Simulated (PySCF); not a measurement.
# Orbital energies, ionisation energy and electron affinity

C2H8N (charge +1).
Cartesian coordinates in Å at the PBE0-D3(BJ)/def2-SVP level; atoms count from 1:
```
atom  x, y, z in Å
C1     1.1791    0.4888   -0.0924
N2     0.1316   -0.5680   -0.0605
C3    -1.2545   -0.0618    0.1349
H4     2.1598    0.0214   -0.2445
H5     0.9583    1.1787   -0.9159
H6     1.1635    1.0294    0.8619
H7     0.3534   -1.2429    0.6831
H8     0.1725   -1.1115   -0.9325
H9    -1.9479   -0.9110    0.1698
H10   -1.2963    0.4978    1.0774
H11   -1.5104    0.5989   -0.7024
```

Level: CAM-B3LYP/def2-SVPD (PySCF). Frontier orbitals with their largest atomic shares (Löwdin; up to four atoms above 4 %):

| orbital | ε (eV) | main atoms |
| --- | --- | --- |
| HOMO−3 | -18.67 | C1 26 %, C3 26 %, H11 10 %, H6 10 % |
| HOMO−2 | -18.52 | C3 22 %, C1 21 %, N2 17 %, H9 8 % |
| HOMO−1 | -18.22 | C3 21 %, C1 21 %, N2 14 %, H5 9 % |
| HOMO | -18.15 | ? |
| LUMO | -4.13 | H8 18 %, H7 18 %, N2 16 %, C3 13 % |
| LUMO+1 | -2.61 | H7 27 %, H8 27 %, N2 19 % |
| LUMO+2 | -2.43 | C3 12 %, C1 12 %, H10 11 %, H6 11 % |

Question: What vertical ionisation energy does ΔSCF give, and how far is −ε(HOMO) from it?

Answer: ΔSCF: 19.46 eV (1877 kJ/mol; threshold wavelength 63.7 nm); ⟨S²⟩ of the doublet left behind is 0.756, against 0.75 for a pure doublet. −ε(HOMO) is 18.15 eV, 1.31 eV below it. In exact Kohn–Sham theory the two would be equal; CAM-B3LYP (range-separated hybrid) falls short of its own ΔSCF value by 7 %.

Question: On which atoms does the HOMO lie?

Answer: C1 (N-methyl carbon) 26 %, C3 (N-methyl carbon) 26 %, H4 (methyl hydrogen) 15 %, H9 (methyl hydrogen) 15 %, so no atom holds as much as 40 %. The HOMO−1 lies 0.07 eV lower.

Question: And the vertical electron affinity, the fundamental gap, Mulliken's electronegativity and the hardness (with the factor ½)?

Answer: EA = 3.32 eV by ΔSCF (−ε(LUMO) = 4.13 eV). IE − EA = 16.14 eV against an orbital gap of 14.02 eV; (IE + EA)/2 = 11.39 eV; (IE − EA)/2 = 8.07 eV. Parr's electrophilicity index (IE + EA)²/[8(IE − EA)] is 4.02 eV.

Question: What total energies stand behind the ΔSCF value?

Answer: E(N) = -135.36015 Eh and E(N − 1) = -134.64510 Eh at the same geometry, 0.71505 Eh apart. With one more electron, E(N + 1) = -135.48231 Eh.

Question: What kinetic energy would electrons from this vertical process carry with 118.2 nm light (10.49 eV)?

Answer: The photon is 8.97 eV short of the vertical value.

Isolated species at its PBE0-D3(BJ)/def2-SVP geometry, gas phase.

The run behind these numbers computed excited states and ΔSCF ions as well. On one thread of an Arm Neoverse V1, shared host with 32 logical CPUs at a one-minute load of 14, this took 47 s wall and 0.54 GiB of memory at its peak.
